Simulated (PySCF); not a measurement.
Species: C3HOP.
Atom-mapped SMILES: `[CH:1]#[C:2][P:3]=[C:4]=[O:5]` (hydrogens: H6 on C1)

Cartesian coordinates in Å at the PBE0-D3(BJ)/def2-SVP level; atoms count from 1:
```
atom  x, y, z in Å
C1    -1.674   -0.471    0.334
C2    -0.665    0.209    0.312
P3     0.675    1.354    0.385
C4     1.729    0.300   -0.429
O5     2.516   -0.340   -0.971
H6    -2.558   -1.083    0.350
```

Computed with PySCF at PBE0/pcSseg-1 and wB97X-D/def2-SVPD, non-relativistic, on one gas-phase PBE0-D3(BJ)/def2-SVP geometry that isn't relaxed in the solvent. The solvent is an IEF-PCM continuum (cavity from Bondi-type radii × 1.2). Only the electrostatic response of the medium enters.

Gas phase at PBE0/pcSseg-1: HOMO -6.73 eV, LUMO -2.18 eV, dipole 0.57 D.

**Question.** What does the continuum do to the energy, the frontier levels and the dipole at PBE0/pcSseg-1 in chloroform and dimethylsulfoxide?

**Answer.** 
```csv
solvent,ε,E(solvent) − E(gas) (kJ/mol),polarisation term (kJ/mol),distortion of the solute (kJ/mol),HOMO (eV),LUMO (eV),dipole (D)
chloroform,4.711,-9.15,-9.70,0.55,-6.69,-2.10,0.59
dimethylsulfoxide,46.83,-12.91,-14.01,1.10,-6.69,-2.08,0.58
```

Polarisation term: ½ Σ q·V over the induced surface charges. Distortion: the rise of the solute's own energy as its density leaves the gas-phase optimum. From chloroform to dimethylsulfoxide the lowering changes by a factor 1.41, Onsager's factor (ε − 1)/(2ε + 1) by 1.36 and ε itself by 9.9.

**Question.** Give the dipole vector in the frame of the coordinates (D, pointing from negative to positive charge), gas and dimethylsulfoxide.

**Answer.** Gas (-0.52, -0.24, 0.06), solvent (-0.50, -0.29, 0.03). Its length changes by +2 % and its direction by 6°.

**Question.** Which ESP-fitted charges (PBE0/pcSseg-1) respond most in chloroform (means over atoms taken as equivalent)?

**Answer.** 
| atoms | environment | gas (e) | solvent (e) | change |
| --- | --- | --- | --- | --- |
| C2 | alkyne carbon | -0.021 | -0.054 | -0.033 |
| C4 | central carbon of cumulated double bonds | +0.213 | +0.237 | +0.024 |
| H6 | alkyne hydrogen | +0.293 | +0.307 | +0.014 |
| O5 | oxygen bonded to C | -0.124 | -0.134 | -0.010 |
| P3 | phosphorus bonded to 2 C | -0.011 | -0.008 | +0.003 |
| C1 | terminal alkyne carbon | -0.350 | -0.348 | +0.002 |

**Question.** How do the nuclear quadrupole coupling constants eQVzz/h respond in chloroform?

**Answer.** 
```json
{"nucleus": "17O at O5", "Q (barn)": "-0.0256", "gas (MHz)": "3.89", "solvent (MHz)": "3.82", "η gas": "1.00", "η solvent": "0.97"}
```

Gas phase at wB97X-D/def2-SVPD: HOMO -8.44 eV, LUMO -0.39 eV, dipole 0.63 D.

**Question.** What does the continuum do to the energy, the frontier levels and the dipole at wB97X-D/def2-SVPD in chloroform?

**Answer.** 
| solvent | ε | E(solvent) − E(gas) (kJ/mol) | polarisation term (kJ/mol) | distortion of the solute (kJ/mol) | HOMO (eV) | LUMO (eV) | dipole (D) |
| --- | --- | --- | --- | --- | --- | --- | --- |
| chloroform | 4.711 | -8.51 | -9.10 | 0.59 | -8.41 | -0.31 | 0.67 |

**Question.** How does the static polarisability (wB97X-D/def2-SVPD, frozen core, with the continuum's full static response) change?

**Answer.** 
```tsv
medium	isotropic (au)	principal values (au)	⟨r²⟩ of the electrons (bohr²)
gas	63.2	41.2, 60.2, 88.3	522.7
chloroform	80.6	51.8, 77.4, 112.7	522.3
```

The isotropic value in chloroform is 1.28 times the gas-phase one; no cavity-field correction is applied. ⟨r²⟩ is taken about the centre of nuclear charge.

wB97X-D is run here without its empirical dispersion term; that term would change no orbital, density or response property at a fixed geometry.
